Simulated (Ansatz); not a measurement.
**Al2H3 (doublet): the correlation ladder at a displaced geometry (v2), cc-pVDZ**

How much of the correlation energy of Al2H3 (doublet) does each wave-function method recover here?

Computed with Ansatz 0.2.0, Gaussian basis. Level: cc-pVDZ, core rule «outside noble gas», up to 10 orbitals frozen.

The runs, in order: UHF; CCSD(T) on ROHF; CCSD(T) on UHF; BCCD(T) on ROHF; CISD; CCSDT(Q) on ROHF; CCSDT(Q) on UHF.

24 further runs of the same task are left out: 2 for a known fault of the program, 8 that didn't finish, 14 set aside as unsound or not needed.

### Step 1. What is computed

The geometry is a PBE0/def2-TZVP stationary point (not a proven minimum) with its atoms shifted at random (size 0.100 Å).

5 atoms, charge 0, spin multiplicity 2.

Atoms are counted from 1 here; the program's logs count them from 0.

Bond lengths: Al1–Al2 2.449 Å, Al1–H3 1.570 Å, Al1–H4 1.667 Å, Al2–H5 1.687 Å. Angles: Al2–Al1–H3 117.7°, Al2–Al1–H4 117.3°, H3–Al1–H4 124.5°, Al1–Al2–H5 173.1°.

### Step 2. UHF

in.yaml

```yaml
crystal:
  periodic: [false, false, false]
  atoms:
    - {symbol: Al, position_ang: [0.081629, -0.000395, 1.203523]}
    - {symbol: Al, position_ang: [-0.083246, 0.007979, -1.240407]}
    - {symbol: H, position_ang: [-0.006625, 1.379732, 1.945897]}
    - {symbol: H, position_ang: [0.076483, -1.483891, 1.964111]}
    - {symbol: H, position_ang: [-0.026575, -0.098848, -2.922654]}
basis:
  gaussian: {orbitals: cc-pVDZ}
magnetization: {spin_polarized: true, initial_magnetization: 1}
hamiltonian: {xc: hf}
output: {orbitals: {seedname: orbitals}}
```

Started as:

```
$ ansatz run in.yaml --threads 1 --pin off --events-out ev --progress --plain --max-ram 2393MiB
```

The runs that follow: CCSD(T) on ROHF; CCSD(T) on UHF; BCCD(T) on ROHF; CISD; CCSDT(Q) on ROHF; CCSDT(Q) on UHF.

Q: Predict the results of all the runs planned. Wanted: UCCSDT(Q) below the RHF energy; RMP2 from UCCSDT(Q); UMP2 from UCCSDT(Q); RCCSD from UCCSDT(Q); RCCSD(T) from UCCSDT(Q); UCCSD(T) from UCCSDT(Q); RCCSDT(Q) from UCCSDT(Q); T1 diagnostic.

The runs gave:

| quantity | value |
| --- | --- |
| UCCSDT(Q) below the RHF energy | -4.4150 eV |
| RMP2 from UCCSDT(Q) | +1153.3 meV |
| UMP2 from UCCSDT(Q) | +1165.9 meV |
| RCCSD from UCCSDT(Q) | +148.5 meV |
| RCCSD(T) from UCCSDT(Q) | +40.1 meV |
| UCCSD(T) from UCCSDT(Q) | +40.6 meV |
| RCCSDT(Q) from UCCSDT(Q) | +0.2 meV |
| levels within 1 kcal/mol (43 meV) | RCCSD(T), UCCSD(T), BCCD(T), RCCSDT, UCCSDT, RCCSDT(Q) |
| T1 diagnostic | 0.021 |

RCCSD(T) misses by +40.1 meV, 0.9 % of the correlation energy. These misses are within one basis, not against nature; the frozen cores of restricted and unrestricted runs differ, which can shift their rows.
